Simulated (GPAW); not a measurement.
# One shape, several levels: SiH3SO (SMILES O[SiH2][S])

Wanted: a comparison of 3 runs (UPBE/real-space grid, UPBE/dzp, UWC/dzp) of SiH3SO. 

The calculation is run with GPAW 26.7.0.

2 further runs of the same task are left out: 1 that didn't finish, 1 set aside as unsound or not needed.

## Step 1: Starting point

The species is SiH3SO (6 atoms), meant as a doublet with charge 0. SMILES: `O[SiH2][S]`. The shape is that of a PBE0-D4/def2-TZVP optimisation. This is one conformer, not always the lowest.

Bond lengths: O1–Si2 1.639 Å, Si2–S3 2.114 Å, O1–H4 0.959 Å, Si2–H5 1.491 Å, Si2–H6 1.479 Å. Angles: O1–Si2–S3 115.7°, O1–Si2–H5 112.5°, O1–Si2–H6 104.9°, S3–Si2–H5 101.6°, S3–Si2–H6 110.7°, Si2–O1–H4 117.8°, H5–Si2–H6 111.7°.

## Step 2: The charge distribution at UPBE/real-space grid (scalar-relativistic datasets) (run 1)

sp.py reads:

```python
import numpy as np
from ase.io.zmatrix import parse_zmatrix
from ase.units import Debye
from gpaw import GPAW

atoms = parse_zmatrix("""
O
Si 1 1.63926
S 2 2.114186 1 115.66329
H 1 0.958732 2 117.80903 3 48.662
H 2 1.490797 1 112.46867 4 -67.44683
H 2 1.479218 5 111.73065 1 117.66906
""")
atoms.center(vacuum=4.5)
atoms.set_initial_magnetic_moments([0.333333, 0.333333, 0.333333, 0.0, 0.0, 0.0])

gpaw_calc = GPAW(mode="fd",
                 h=0.18,
                 xc="PBE",
                 occupations={"name": "fermi-dirac", "width": 0.0, "fixmagmom": True},
                 maxiter=150,
                 symmetry="off",
                 txt="-")
atoms.calc = gpaw_calc

energy = atoms.get_potential_energy()
print(f"Energy                  {energy:.5f} eV")
forces = atoms.get_forces()
print("Forces (eV/Ang)")
for symbol, f in zip(atoms.symbols, forces):
    print(f'{symbol:2} {f[0]:9.4f} {f[1]:9.4f} {f[2]:9.4f}')
dipole = atoms.get_dipole_moment() / Debye
print(f"Dipole                  {np.linalg.norm(dipole):.3f} D")
print("Moments:", atoms.get_magnetic_moments().round(3))
```

Command:

```sh
$ python3 -u sp.py | tee sp.out
```

Log:

```text
[...]
Number of symmetries: 1
[...]
  Number of IBZ points: 1
[...]
Spin-components: 2 (collinear spins)
Bands:           15
[...]
  Valence electrons: 19.0
[...]
  Grid points: [68 64 64]
  Charge: 0.0  # |e|
[...]
    cutoffs:
[...]
occupation numbers:
  Fixed magnetic moment: 1.000
[...]
xc functional:
  name: PBE with 2 nearest neighbor stencil
[...]
|iter     |     time |      energy | eigst |  dens |  magmom |
[...]
|iter:   1| 00:00:04 |  -28.927543 | +1.07 |       |  +0.9965|
[...]
|iter:  16| 00:00:45 |  -26.970567c| -7.89c| -5.32c|  +1.0000|
Converged in 16 steps
[...]
Energy contributions relative to reference atoms: (reference = -20822.286936)
Energy contributions:
  Kinetic:          32.620620
  Coulomb:         -34.452293
  Zero:              0.630885
  External:          0.000000
  Xc:              -25.769778
  Entropy:           0.000000
  Spinorbit:         0.000000
  ----------------------------
  Free energy:     -26.970567
  Extrapolated:    -26.970567
dipole moment: (-0.128303, -0.050397, -0.183945)  # |e|*Ang
Total magnetic moment: (0.000000, 0.000000, 0.999999)
Local magnetic moments
|        x |        y |         z |
|----------|----------|-----------|
| 0.000000 | 0.000000 | -0.001565 |  # O    0
| 0.000000 | 0.000000 | -0.001188 |  # Si   1
| 0.000000 | 0.000000 |  0.450329 |  # S    2
| 0.000000 | 0.000000 | -0.000004 |  # H    3
| 0.000000 | 0.000000 |  0.022648 |  # H    4
| 0.000000 | 0.000000 |  0.013258 |  # H    5
Fermi levels: -6.664, -5.770
[...]
Gap: 0.653 eV
Transition (v -> c):
[...]
Forces (eV/Ang)
O    -0.5300   -0.3808    0.3531
Si    0.5244    0.2334    0.0318
S     0.1039    0.0911    0.0025
H    -0.2781    0.3242   -0.3690
H     0.1122   -0.1045   -0.1789
H     0.0524   -0.1352    0.1576
Dipole                  1.104 D
Moments: [-0.002 -0.001  0.45  -0.     0.023  0.013]
```

Run time: 46 s. Hardware: 1 thread of Arm Neoverse V1, shared host; peak memory 0.95 GiB.

## Step 3: Energy and one-electron properties at UPBE/dzp (scalar-relativistic datasets) (run 2)

mol.sdf reads:

```

     RDKit          3D

  6  5  0  0  0  0  0  0  0  0999 V2000
   -0.5062   -1.2528    0.0716 O   0  0  0  0  0  0  0  0  0  0  0  0
    0.2673    0.1886    0.1776 Si  0  0  0  0  0  4  0  0  0  0  0  0
   -0.8633    1.8791   -0.4001 S   0  0  0  0  0  1  0  0  0  0  0  0
   -0.9703   -1.4525   -0.7432 H   0  0  0  0  0  0  0  0  0  0  0  0
    1.4340    0.2784   -0.7461 H   0  0  0  0  0  0  0  0  0  0  0  0
    0.6806    0.2952    1.5939 H   0  0  0  0  0  0  0  0  0  0  0  0
  2  1  1  0
  3  2  1  0
  4  1  1  0
  5  2  1  0
  6  2  1  0
M  RAD  1   3   2
M  END
$$$$
```

mol_sp.py reads:

```python
import numpy as np
from ase.io import read
from ase.units import Debye
from gpaw import GPAW

# Set up the molecule
mol = read('mol.sdf')
mol.center(vacuum=4.5)
mol.set_initial_magnetic_moments([0.333333, 0.333333, 0.333333, 0.0, 0.0, 0.0])

# Ground state
calculator = GPAW(mode='lcao',
                  occupations={'name': 'fermi-dirac', 'width': 0.0, 'fixmagmom': True},
                  basis='dzp',
                  maxiter=150,
                  symmetry='off',
                  xc='PBE',
                  h=0.18,
                  txt='-')
mol.calc = calculator

energy = mol.get_potential_energy()
print(f'Energy: {energy:.5f} eV')
forces = mol.get_forces()
print('Forces (eV/Ang)')
for symbol, f in zip(mol.symbols, forces):
    print(f'{symbol:2} {f[0]:9.4f} {f[1]:9.4f} {f[2]:9.4f}')
dipole = mol.get_dipole_moment() / Debye
print(f'Dipole = {np.linalg.norm(dipole):.3f} D')
print('Moments:', mol.get_magnetic_moments().round(3))
```

Command:

```sh
$ python mol_sp.py
```

Log:

```text
[...]
Number of symmetries: 1
[...]
  Number of IBZ points: 1
[...]
basis functions: 54
Spin-components: 2 (collinear spins)
Bands:           15
[...]
  Valence electrons: 19.0
[...]
  Grid points: [64 68 64]
  Charge: 0.0  # |e|
[...]
    cutoffs:
[...]
occupation numbers:
  Fixed magnetic moment: 1.000
[...]
xc functional:
  name: PBE with 2 nearest neighbor stencil
[...]
|iter     |     time |      energy | eigst |  dens |  magmom |
[...]
|iter:   1| 00:00:06 |  -26.342694 |      c|       |  +0.9987|
[...]
|iter:  11| 00:00:19 |  -25.106376c|      c| -4.29c|  +1.0000|
Converged in 11 steps
[...]
Energy contributions relative to reference atoms: (reference = -20822.286936)
Energy contributions:
  Kinetic:          29.721294
  Coulomb:         -28.932541
  Zero:              0.146667
  External:          0.000000
  Xc:              -26.041796
  Entropy:           0.000000
  Spinorbit:         0.000000
  ----------------------------
  Free energy:     -25.106376
  Extrapolated:    -25.106376
dipole moment: (0.010048, -0.141325, -0.175410)  # |e|*Ang
Total magnetic moment: (0.000000, 0.000000, 1.000006)
Local magnetic moments
|        x |        y |         z |
|----------|----------|-----------|
| 0.000000 | 0.000000 | -0.002099 |  # O    0
| 0.000000 | 0.000000 | -0.004802 |  # Si   1
| 0.000000 | 0.000000 |  0.451212 |  # S    2
| 0.000000 | 0.000000 | -0.000003 |  # H    3
| 0.000000 | 0.000000 |  0.022000 |  # H    4
| 0.000000 | 0.000000 |  0.012528 |  # H    5
Fermi levels: -6.253, -5.425
[...]
Gap: 0.707 eV
Transition (v -> c):
[...]
Forces (eV/Ang)
O     0.1353   -0.8483    1.0998
Si    0.0123    0.6840   -0.1089
S    -0.1048    0.3074   -0.0967
H    -0.5642   -0.2074   -1.0357
H     0.3865    0.0830   -0.2297
H     0.1534   -0.0313    0.3831
Dipole = 1.083 D
Moments: [-0.002 -0.005  0.451 -0.     0.022  0.013]
```

Wall time 20 s (1 thread of Arm Neoverse V1, shared host); peak memory 1 GiB.

## Step 4: The solvation energy at UWC/dzp (scalar-relativistic datasets, Held-Walter continuum water) (run 3)

run_solv.py reads:

```python
import numpy as np
from ase import Atoms
from ase.units import Bohr, Debye, kcal, mol
from gpaw import GPAW, setup_paths
from gpaw.atom.configurations import parameters
from gpaw.atom.generator import Generator
from gpaw.solvation import SolvationGPAW, get_HW14_water_kwargs

# Set up the molecule
positions_bohr = np.array(
              [[ -0.956579,  -2.367449,   0.135304],
               [  0.505124,   0.356402,   0.335615],
               [ -1.631401,   3.550984,  -0.756079],
               [ -1.833601,  -2.744827,  -1.404444],
               [  2.709867,   0.526100,  -1.409925],
               [  1.286148,   0.557847,   3.012034]])
system = Atoms(["O", "Si", "S", "H", "H", "H"], positions=positions_bohr * Bohr)
system.center(vacuum=4.5)
system.set_initial_magnetic_moments([1 / len(system)] * len(system))

# Generate the setups first
for symbol in ["H", "O", "S", "Si"]:
    Generator(symbol, xcname="WC", scalarrel=True, nofiles=True, txt=None).run(**parameters[symbol])
setup_paths.insert(0, ".")

# GPAW settings
calc = GPAW(mode="lcao",
            occupations={"name": "fermi-dirac", "width": 0.01, "fixmagmom": True},
            legacy_gpaw=True,
            h=0.18,
            symmetry="off",
            xc="WC",
            maxiter=100,
            basis="dzp",
            txt="-")
system.calc = calc
e_gas = system.get_potential_energy()
mu_gas = np.linalg.norm(system.get_dipole_moment()) / Debye

solvent = get_HW14_water_kwargs()
calc = SolvationGPAW(mode="lcao",
                     basis="dzp",
                     h=0.18,
                     xc="WC",
                     occupations={"name": "fermi-dirac", "width": 0.01, "fixmagmom": True},
                     maxiter=100,
                     symmetry="off",
                     txt="-",
                     **solvent)
system.calc = calc
e_sol = system.get_potential_energy()
mu_sol = np.linalg.norm(system.get_dipole_moment()) / Debye
dg = (e_sol - e_gas) / (kcal / mol)
print(f"Solvation free energy = {dg:.2f} kcal/mol")
print(f'Dipole {mu_gas:.3f} D in gas, {mu_sol:.3f} D in solution')
```

Command:

```sh
$ OMP_NUM_THREADS=1 python run_solv.py
```

Log:

```text
[...]
    cutoffs:
[...]
  Total Charge: 0.000000
[...]
Number of atoms: 6
[...]
Number of bands in calculation: 15
Number of valence electrons: 19
[...]
iter:   1 hh:mm:ss   -26.863032        c          +0.9988
[...]
Converged after 11 iterations.
Dipole moment: (0.019052, -0.147842, -0.175651) |e|*Ang
Total magnetic moment: (0.000000, 0.000000, 1.000006)
[...]
Fermi levels: -3.78638, -5.68618
[...]
      Finite-difference x-derivative with O(h^6) error (6 points)
      Finite-difference y-derivative with O(h^6) error (6 points)
      Finite-difference z-derivative with O(h^6) error (6 points)
    Max iterations: 1000
[...]
iter:  10 hh:mm:ss   -25.864724c       c -4.17c   +1.0000
Converged after 10 iterations.
Dipole moment: (0.048741, -0.203762, -0.221357) |e|*Ang
Total magnetic moment: (0.000000, 0.000000, 1.000006)
Local magnetic moments:
   0 O  ( 0.000000,  0.000000, -0.002104)
   1 Si ( 0.000000,  0.000000, -0.003878)
   2 S  ( 0.000000,  0.000000,  0.445854)
   3 H  ( 0.000000,  0.000000,  0.000000)
   4 H  ( 0.000000,  0.000000,  0.024292)
   5 H  ( 0.000000,  0.000000,  0.014475)
Energy contributions relative to reference atoms: (reference = -20804.846081)
Kinetic:        +28.233369
Potential:      -27.856852
External:        +0.000000
XC:             -26.495382
Entropy (-ST):   -0.000000
Local:           +0.117414
Interactions
 surf:           +0.136727
--------------------------
Free energy:    -25.864724
Extrapolated:   -25.864724
Solvation cavity surface area: 119.05482
[...]
   14      3.00340    0.00000      3.01940    0.00000
Fermi levels: -3.54054, -5.65057
Solvation free energy = -2.60 kcal/mol
Dipole 1.107 D in gas, 1.464 D in solution
```

Wall time 88 s (1 thread of Arm Neoverse V1, shared host); peak memory 1.1 GiB.

## Step 5: Overview of the runs

```
run                                                                level  mode        task  energy (Eh)  dipole moment (D)  HOMO energy (eV)  LUMO energy (eV)  wall time
  1                  UPBE/real-space grid (scalar-relativistic datasets)    fd  properties  -766.196081               1.10             -6.37             -5.77       46 s
  2                              UPBE/dzp (scalar-relativistic datasets)  lcao  properties  -766.127573               1.08             -5.93             -5.42       20 s
  3  UWC/dzp (scalar-relativistic datasets, Held-Walter continuum water)  lcao   solvation  -765.514503               1.46             -5.92             -5.35       88 s
```

## Step 6: Outcome

| quantity | value |
| --- | --- |
| run 3: energy as printed (from the program's reference atoms) | -25.8647 eV |
| run 3: dipole moment | 1.46 D |
| run 3: HOMO energy (highest over α and β) | -5.92 eV |
| run 3: LUMO energy (lowest over α and β) | -5.35 eV |

In words: The dipole moment (its size) runs from 1.08 D (UPBE/dzp) to 1.46 D (UWC/dzp). The two ends differ in method and solvent. Totals of different functionals can't be ranked against each other. All runs together took 2.6 min, the longest 88 s.
